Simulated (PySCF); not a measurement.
**Relaxation of triplet [ClF2]+**

All numbers come from UPBE0/[Cl def2-TZVP, F def2-TZVP], no relativity, density fitting, PySCF. A (50,194) grid was used.

A start displaced from a saddle point along its imaginary mode, of C2v symmetry, held to at least that symmetry:

```xyz
3
charge 1 multiplicity 3, angstrom
Cl    0.0000   -0.1200    0.0000
F     0.0000    0.1104    1.5907
F     0.0000    0.1104   -1.5907
```

At each step, columns x, y, z (Å) and Fx, Fy, Fz (eV/Å):

```
step 0  E − E(last) = 4.03 kJ/mol
Cl   0.000  -0.120   0.000   0.000  -0.412   0.000
F    0.000   0.110   1.591   0.000   0.206  -0.562
F    0.000   0.110  -1.591   0.000   0.206   0.562
step 1  E − E(last) = 0.02 kJ/mol
Cl   0.000  -0.188   0.000   0.000  -0.012   0.000
F    0.000   0.145   1.553   0.000   0.006   0.086
F    0.000   0.145  -1.553   0.000   0.006  -0.085
step 2  E − E(last) = 0.00 kJ/mol
Cl   0.000  -0.188   0.000   0.000   0.014  -0.003
F    0.000   0.144   1.557   0.000  -0.007  -0.018
F    0.000   0.144  -1.557   0.000  -0.007   0.022
step 3  E − E(last) = 0.00 kJ/mol
Cl   0.000  -0.187   0.000   0.000  -0.003   0.000
F    0.000   0.144   1.557   0.000   0.002   0.001
F    0.000   0.144  -1.557   0.000   0.002  -0.001
```

It ends at C2v with Cl–F 1.591 Å (×2); F–Cl–F 155.9° (after a last refinement on a finer grid). A frequency run shows a minimum. Other isomers or separated fragments may lie lower.

At this level a singlet minimum of C2v symmetry lies 139 kJ/mol below this structure.
